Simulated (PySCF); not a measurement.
Two-dimensional NMR puzzle

Compound of formula C₃H₆O₃. Correlations simulated from computed shifts and the bond graph:

HSQC (one-bond C–H):
```
  δH    δC
3.65  57.1
```

HMBC (two and three bonds, from the bond graph):
```
  δH     δC
3.65  164.3
```

Carbons without hydrogens: δ 164.3.

- σ from GIAO-B97-2/pcSseg-2
- geometry from PBE0-D3(BJ)/def2-TZVP
- code: PySCF
- relativity neglected, gas phase, averaged over atoms made equivalent by symmetry, fast rotation or ring inversion, a single conformation

Scale: TMS for 1H (σref 31.64), 13C (σref 185.38) (reference shieldings calculated alike).

Exchangeable hydrogens are left out of these lists.

Work out the connectivity.

## Answers

SMILES COC(=O)OC.

Numbering as in the mapped SMILES `[CH3:1][O:2][C:3](=[O:4])[O:5][CH3:6]`. Hydrogens are named by the atom that carries them.

δC 164.3 is C3, a carbonate carbon. δC 57.1 is C1/C6, a methyl carbon bonded to O (δH 3.65). HMBC from δH 3.65 reaches the proton-free carbon C3.

This is the structure that produced the data.

Shifts are as computed. Against solution values, carbons near 30 ppm lie about +3 ppm off and those near 130 ppm about +7 ppm. Of 1211 compounds with measured shifts, 218 miss one by over three times the rms of a fit or turn the order of signals round; such compounds aren't used in these exercises.
